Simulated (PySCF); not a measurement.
# AlH2Cl (SMILES [H][Al]([H])[Cl]): levels of theory compared

Wanted: a comparison of 6 runs (M06-2X/STO-3G, PBE/STO-3G, SVWN5/STO-3G, UPBE0/STO-3G, wB97X-V/STO-3G, CCSD(T)/STO-3G) of AlH2Cl. 

Program for the calculation: PySCF 2.14.0.

9 further runs of the same task are left out: 9 set aside as unsound or not needed.

## (1) Starting point

AlH2Cl has 4 atoms, charge 0, and is taken as a singlet. SMILES: `[H][Al]([H])[Cl]`. The Al1–H2 distance was set to 2.768 Å, away from the relaxed value. At this shape a bond of the SMILES string is far longer than usual.

Bond lengths: Al1–Cl4 2.014 Å, Al1–H3 1.538 Å. Angles: H3–Al1–Cl4 121.9°.

## (2) The energy at M06-2X/STO-3G (run 1)

Input file mol.xyz:

```xyz
4
AlClH2
Al    -1.180026     0.061674    -0.014608
H      1.587020     0.109500     0.013310
H     -1.880896     1.430184    -0.031908
Cl    -2.215516    -1.665136    -0.004008
```

Input file run.py:

```python
from pyscf import gto, dft

molecule = gto.M(
    atom='mol.xyz',
    verbose=4,
    max_memory=1860,
    charge=0,
    spin=0,
    basis='sto-3g',
)

ks = dft.RKS(molecule, xc='m06-2x')
ks.grids.level = 5
ks.conv_tol = 1e-10
ks.kernel()
if not ks.converged:
    ks = ks.newton().run(ks.mo_coeff, ks.mo_occ)

etot = ks.e_tot
print('E(%s) = %.9f' % ('M06-2X', etot))
```

The run is started by

```console
$ OMP_NUM_THREADS=1 python run.py
```

What it wrote:

```text
PySCF version 2.14.0

[... 73 lines left out ...]
converged SCF energy = -695.778199371885
E(M06-2X) = -695.778199372
```

Run time: 4.5 s. Hardware: 1 thread of Arm Neoverse V2, shared host; peak memory 0.2 GiB.

## (3) A single-point energy at PBE/STO-3G (run 2)

Input file input.py:

```python
from pyscf import gto, dft

mol = gto.M(
    atom='Al -1.180026 0.061674 -0.014608; H 1.587020 0.109500 0.013310; H -1.880896 1.430184 -0.031908; Cl -2.215516 -1.665136 -0.004008',
    basis='sto-3g',
    verbose=3,
    spin=0,
    charge=0,
    max_memory=1860,
)

myscf = dft.RKS(mol, xc='pbe')
myscf.grids.level = 5
myscf.conv_tol = 1e-10
myscf.kernel()
if not myscf.converged:
    myscf = myscf.newton().run(myscf.mo_coeff, myscf.mo_occ)

etot = myscf.e_tot
print('Final energy', etot)
```

The run is started by

```console
$ OMP_NUM_THREADS=1 python input.py
```

What it wrote:

```text
converged SCF energy = -695.417852484034
Final energy -695.4178524840341
```

Run time: 2.2 s. Hardware: 1 thread of Arm Neoverse V2, shared host; peak memory 0.2 GiB.

Runs 3 to 5 aren't shown in full; the table further down has their settings and results.

## (4) The energy at CCSD(T)/STO-3G (run 6)

Input file run.py:

```python
from pyscf import gto, scf, cc

mol = gto.M(
    atom='Al -1.180026 0.061674 -0.014608; H 1.587020 0.109500 0.013310; H -1.880896 1.430184 -0.031908; Cl -2.215516 -1.665136 -0.004008',
    charge=0,
    max_memory=1860,
    verbose=4,
    basis='sto-3g',
)

mf = scf.RHF(mol)
mf.conv_tol = 1e-10
mf.kernel()
if not mf.converged:
    mf = mf.newton().run(mf.mo_coeff, mf.mo_occ)

mycc = cc.CCSD(mf, frozen=10)
mycc.kernel()
e_t = mycc.ccsd_t()
e_tot = mycc.e_tot + e_t
print('Final energy', e_tot)
```

The run is started by

```console
$ OMP_NUM_THREADS=1 python run.py
```

What it wrote:

```text
PySCF version 2.14.0

[... 54 lines left out ...]
converged SCF energy = -694.585040070099
[... 12 lines left out ...]
Init t2, MP2 energy = -694.660812154927  E_corr(MP2) -0.0757720848280305
[... 12 lines left out ...]
CCSD converged
[... 2 lines left out ...]
Final energy -694.7168948967964
```

It took 0.62 s on 1 thread of Arm Neoverse V2, shared host; peak memory 0.1 GiB.

## (5) All runs side by side

| run | level | follow instability | nlc grid | energy (Eh) | dipole moment (D) of the reference | HOMO energy (eV) | LUMO energy (eV) | wall time |
| --- | --- | --- | --- | --- | --- | --- | --- | --- |
| 1 | M06-2X/STO-3G | – | – | -695.778199 | 1.85 | -4.12 | 1.67 | 4.5 s |
| 2 | PBE/STO-3G | – | – | -695.417852 | 1.69 | -2.33 | 0.17 | 2.2 s |
| 3 | SVWN5/STO-3G | – | – | -693.137414 | 1.73 | -2.21 | 0.31 | 1.6 s |
| 4 | UPBE0/STO-3G | yes | – | -695.528322 | 2.12 | -2.88 | 1.73 | 15 s |
| 5 | wB97X-V/STO-3G | – | 1 | -695.660119 | 1.91 | -5.27 | 2.92 | 11 s |
| 6 | CCSD(T)/STO-3G | – | – | -694.716895 | 2.13 | -4.93 | 4.13 | 0.62 s |

## (6) What came out

| quantity | value |
| --- | --- |
| run 6: total energy | -694.71689 Eh |
| run 6: dipole moment (Hartree–Fock density) | 2.13 D |
| run 6: HOMO energy (Hartree–Fock orbitals) | -4.93 eV |
| run 6: LUMO energy (Hartree–Fock orbitals) | 4.13 eV |
| run 6: HOMO–LUMO gap (Hartree–Fock orbitals) | 9.06 eV |
| run 6: correlation energy (10 core orbitals frozen) | -131.9 mEh |
| run 6: (T) correction | -3.28 mEh |
| run 6: T1 diagnostic | 0.038 |

**Reading.** Over runs 1, 2, 3, 4, 5 the dipole moment (its size) runs from 1.69 D (PBE/STO-3G) to 2.12 D (UPBE0/STO-3G). Over runs 1, 2, 3, 4, 5 the HOMO–LUMO gap runs from 2.50 eV (PBE/STO-3G) to 8.19 eV (wB97X-V/STO-3G). Totals of different functionals can't be ranked against each other. In run 6 the T1 diagnostic is large, so a single reference may not serve. In runs 1, 2, 3, 4, 5, 6 the basis is minimal, so the values are rough. Spin contamination of the reference: run 4 ⟨S²⟩ = 0.68. Where it is this large, the reference is a mixture of spin states, and values that rest on it are in doubt. All runs together took 35 s, the longest 15 s.
